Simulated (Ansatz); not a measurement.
Reaction: CHN (formonitrile, SMILES C#N) → CN (SMILES [C]#N, doublet) + H (doublet) (the C-H bond breaks)
Each species at its own B3LYP-D3(BJ)/def2-TZVP minimum (Ansatz, a first-principles code).

Quantity: bond dissociation energy (electronic), in kcal/mol. Radicals and triplets start from unrestricted determinants; spin-orbit coupling is neglected. CBS(X,Y): correlation extrapolated as X^-3, Hartree-Fock from the larger set (Q,5: extrapolated as (X+1)exp(-9√X)). A bracket is a step between two methods taken in the basis named. Functionals run without relativity, which enters their misses. Double hybrids freeze cores in their MP2 part. 'core' is core correlation in cc-pwCVTZ, 'X2C' scalar relativity in cc-pVTZ-DK, both at CCSD(T). Where a partner has so few electrons that a lower coupled-cluster level is exact, that level stands in. The UHF reference of CN ([C]#N, doublet) is spin-contaminated (<S^2> up to 0.37 over the pure value in the sets run).

CCSD(T)/CBS(cc-pVQZ,cc-pV5Z) + [CCSDT(Q) - CCSD(T)]/cc-pVQZ + [CCSDTQ - CCSDT(Q)]/cc-pVDZ + core + X2C (Ansatz) gives 132.0 kcal/mol.

Q: How far off this value is PBE/def2-TZVPD (Ansatz), in which direction, and how far these levels: r2SCAN/def2-TZVPD, B3LYP/def2-TZVPD, wB97M-V/def2-TZVPD, B2PLYP/def2-TZVPD, CCSD(T)/CBS(cc-pVQZ,cc-pV5Z) + core + X2C?

A: PBE gives 128.7 kcal/mol, 3.3 kcal/mol below it. Differences of the others: r2SCAN/def2-TZVPD (Ansatz) -2.3; B3LYP/def2-TZVPD (Ansatz) 1.8; wB97M-V/def2-TZVPD (Ansatz) 5.6; B2PLYP/def2-TZVPD (Ansatz) 0.7; CCSD(T)/CBS(cc-pVQZ,cc-pV5Z) + core + X2C (Ansatz) 1.7 kcal/mol.
